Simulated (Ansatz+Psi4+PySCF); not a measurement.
Results of a calculation; reference values are marked as such.
## Ansatz (development build ahead of 0.2.0) run

```yaml
crystal:
  periodic: [false, false, false]
  atoms:
    - { symbol: C, position_ang: [0.02823, -0.00472, 0.009] }
    - { symbol: H, position_ang: [0.91064, 0.01755, -0.54526] }
    - { symbol: H, position_ang: [-0.93233, 0.0292, -0.55354] }
    - { symbol: "N", position_ang: [0.02208, -0.00529, 1.22539] }
basis:
  gaussian: { orbitals: cc-pVTZ }
magnetization:
  spin_polarized: true
  initial_magnetization: 1
hamiltonian:
  xc: hf
correlation:
  method: mp2
  frozen_orbitals: { C: 1, H: 0, "N": 1 }
scf:
  omitted_lower_state_checks: [stability, starts, atomic_configurations, cluster_reference, orbital_swaps, given_window_search, neighbouring_geometries, increment]
```

The input is written out in the form of the current development build from the run's settings.

Results

```json
{"Converged": "yes", "Reference energy": "-93.46326 hartree", "Correlation energy": "-0.31131 hartree", "Total energy": "-93.77457 hartree", "Spin squared of the determinant": "0.889"}
```

Caution: the unrestricted determinant is spin contaminated.
